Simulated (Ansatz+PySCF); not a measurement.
A calculation with PySCF 2.14.0.

```python
from pyscf import gto, scf, cc

mol = gto.M(atom="""
C 0.000000 0.000000 0.000000
C 0.533450 0.711260 1.539920
""", basis='sto-3g', charge=0, spin=2)
mf = scf.UHF(mol)
mf.kernel()
mycc = cc.CCSD(mf, frozen=2).run()
et = mycc.ccsd_t()
print(mf.e_tot, mycc.e_corr, et, mycc.e_tot + et)
```

The script is written out from the run's settings.

The run gave:

```
Converged                       : yes
Reference energy                : -74.38758 hartree
CCSD correlation energy         : -0.15053 hartree
Triples correction              : -0.00554 hartree
Total energy                    : -74.54365 hartree
Spin squared of the determinant : 2.004
```

This is not the lowest solution: another run reaches a determinant 1.62 eV lower. Caution: another spin multiplicity may lie lower; another reference gives a lower total.
